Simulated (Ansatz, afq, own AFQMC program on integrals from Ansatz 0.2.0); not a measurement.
Where AFQMC and coupled cluster stand for CHB, triplet

```xyz
3

B     0.0000    0.0000    0.2028
C     0.0000    0.0000   -1.5842
H     0.0000    0.0000    1.3815
```

Connectivity, by distances: BH–C.

Basis 6-31G. Only valence electrons are correlated. Ansatz 0.2.0 and our own AFQMC program on the same integrals; the CISD trial comes from CCSD amplitudes, and released means the phaseless constraint is let go. Error bars are statistical, one sigma.

Determinant: UHF, the one that the program's search chose, which needn't be the lowest solution. The geometry is a point of a scan.

Full CI on the same integrals is exact in this basis and with this determinant's frozen core.

Cautions: lower spins were not checked; raised T1 diagnostic (T1 0.046, weight of the determinant 0.87, largest double 0.13); the released energies have errors that jump between times, so the bars are unsure, so no released level is given (meV from the phaseless value at times in 1/Eh: -11 ± 4 at 0.24, -121 ± 92 at 0.51, -34 ± 5 at 0.99, -43 ± 5 at 1.62, -54 ± 4 at 2.40).

```
T1 diagnostic                               : 0.0458
weight of the determinant in the CISD state : 0.873
⟨S²⟩ of the determinant                     : 2.007
size of the correlated space                : 8 electrons in 18 orbitals
```

| level | correlation energy (eV) |
| --- | --- |
| MP2 | -2.9265 |
| CCSD | -3.6560 |
| CCSD(T) | -3.8146 |

Estimate where full CI lies against CCSD(T) on the same integrals.

64.9 meV below CCSD(T).

Reference: full CI, correlation energy -3.880 eV.

| level | E − E(reference) (meV) | share of correlation (%) |
| --- | --- | --- |
| CCSD(T) | 64.9 | 98.33 |
| CCSDT | 22.8 | 99.41 |
| CCSDT(Q) | 3.1 | 99.92 |
| CCSDTQ | 2.0 | 99.95 |
| ph-AFQMC/CISD | 63.9 ± 3.9 | 98.35 |

CCSDT and higher add their correlation energy to the determinant of the CCSD(T) run, since their own runs factorise the integrals more tightly (a shift of under 2 meV). A walk keeps the symmetry of its determinant, which the program's search chose and which needn't be the lowest solution, so a lower state of the same spin and another symmetry isn't excluded.
